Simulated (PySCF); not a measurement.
Method: ωB97X-D3(BJ)/def2-TZVP // PBE0-D3(BJ)/def2-TZVP in PySCF 2.14.0. Isolated molecules, 0 K electronic values unless said otherwise. One relaxed conformer stands for a flexible species; it need not be the lowest. Delta-SCF ions had no search for a lower state. 

Reference species (SMILES): `C(=C)=C` (neutral, multiplicity 1).

```yaml
S1 oscillator strength: 0.000
vertical ionisation energy (Delta-SCF): 10.16 eV
HOMO–LUMO gap: 12.68 eV
```

Changed species: `C(N)=C=C` (X = amino; the reference has X = H).

### Question
Predict the effect on the S1 oscillator strength, vertical ionisation energy (Delta-SCF) and HOMO–LUMO gap.

### Answer
the S1 oscillator strength hardly moves; the vertical ionisation energy (Delta-SCF) decreases by 1.86 eV, to 8.30 eV; the HOMO–LUMO gap drops by 2.08 eV, to 10.60 eV.
